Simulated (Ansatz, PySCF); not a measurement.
Energy landscape of H₂P, doublet: symmetric bend, bond length relaxed. Scanned: H-P-H angle. Other coordinates (P-H bond length) were minimised at B3LYP/def2-TZVP.

Levels: PBE = PySCF with unrestricted PBE/def2-TZVP; CAM-B3LYP = PySCF with unrestricted CAM-B3LYP/def2-TZVP; CCSD(T)/aug-cc-pVQZ = CCSD(T) on UHF/aug-cc-pVQZ, frozen core (Ansatz, a program for electronic structure).

Energies relative to the lowest point of each profile, in kJ/mol; the last columns give the difference from CCSD(T):

```
a / °    PBE  CAM-B3LYP  CCSD(T)/aug-cc-pVQZ  PBE − CCSD(T)/aug-cc-pVQZ  CAM-B3LYP − CCSD(T)/aug-cc-pVQZ
-----  -----  ---------  -------------------  -------------------------  -------------------------------
180    286.1          —                    —                          —                                —
167    263.0      278.5                271.4                       -8.4                              7.1
157    220.2      230.9                224.4                       -4.1                              6.5
147    168.9      175.3                170.9                       -2.0                              4.5
137    118.8      122.0                119.3                       -0.5                              2.7
127     75.0       75.7                 74.4                        0.6                              1.4
117     39.9       39.0                 38.5                        1.4                              0.5
107     15.0       13.4                 13.3                        1.7                              0.1
97       1.4        0.0                  0.1                        1.3                             -0.1
87       0.0        0.0                  0.0                        0.0                              0.0
77      11.5       14.1                 13.6                       -2.1                              0.5
67      36.2       42.6                 41.1                       -4.9                              1.5
60      60.8       70.5                 68.1                       -7.2                              2.5
```

PBE is furthest from CCSD(T)/aug-cc-pVQZ at 167 (-8.4 kJ/mol, below); its mean absolute difference over the points is 2.9 kJ/mol.

CAM-B3LYP is furthest from CCSD(T)/aug-cc-pVQZ at 167 (7.1 kJ/mol, above); its mean absolute difference over the points is 2.3 kJ/mol.

A dash means that the run gave no value there, or that the column was ended at a point which the program doubted or which failed a test of continuity chosen for this set; such a test can also cut sound points.

The unrestricted determinant behind CCSD(T)/aug-cc-pVQZ is spin-contaminated on part of the scan (<S²> up to 1.3, against 0.75 for the pure state).
